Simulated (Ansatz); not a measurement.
```yaml
crystal:
  periodic: [false, false, false]
  atoms:
    - {symbol: Ag, position_ang: [-0.331591, 0.000615, -0.000615]}
    - {symbol: O, position_ang: [1.920910, -0.003564, 0.003563]}
    - {symbol: H, position_ang: [2.498942, 0.770257, 0.002272]}
    - {symbol: H, position_ang: [2.496058, -0.779523, 0.006993]}
basis:
  gaussian: {orbitals: def2-TZVP}
total_charge: 1
hamiltonian: {xc: pbe0}
relax: {f_tol: 0.004, max_steps: 80}
```

```sh
$ ansatz run in.yaml --threads 1 --pin off --events-out ev --progress --plain --max-ram 2176MiB
```

Steps of the relaxation (energy above the last step; positions in Å, forces in eV/Å):

```
4
step 1, 5.1 meV
Ag   -0.332    0.001   -0.001    0.202    0.000    0.000
O     1.921   -0.004    0.004    0.058    0.000    0.000
H     2.499    0.770    0.002   -0.130   -0.067    0.000
H     2.496   -0.780    0.007   -0.130    0.068    0.000
```

```
4
step 2, 0.6 meV
Ag   -0.308    0.001   -0.001    0.065    0.000    0.000
O     1.916   -0.004    0.004    0.042    0.000    0.000
H     2.490    0.770    0.002   -0.053   -0.001    0.000
H     2.487   -0.780    0.007   -0.053    0.001    0.000
```

```
4
step 3, 0.0 meV
Ag   -0.297    0.001   -0.001   -0.007    0.000    0.000
O     1.914   -0.004    0.004    0.033    0.000    0.000
H     2.485    0.772    0.002   -0.013    0.009    0.000
H     2.482   -0.781    0.007   -0.013   -0.009    0.000
```

```
4
step 5, 0.0 meV
Ag   -0.297    0.001   -0.001    0.000    0.000    0.000
O     1.915   -0.004    0.004    0.000    0.000    0.000
H     2.485    0.773    0.002    0.000    0.000    0.000
H     2.482   -0.782    0.007    0.000    0.000    0.000
```

Close pairs at the end: O2–H4 0.963 Å, O2–H3 0.963 Å, Ag1–O2 2.212 Å.

A stationary point of restricted PBE0 after 5 steps (its stability towards spin polarisation wasn't tested); no frequencies were run, so it isn't proven a minimum. 13 s on 1 thread of Intel Xeon Platinum 8488C, shared host.
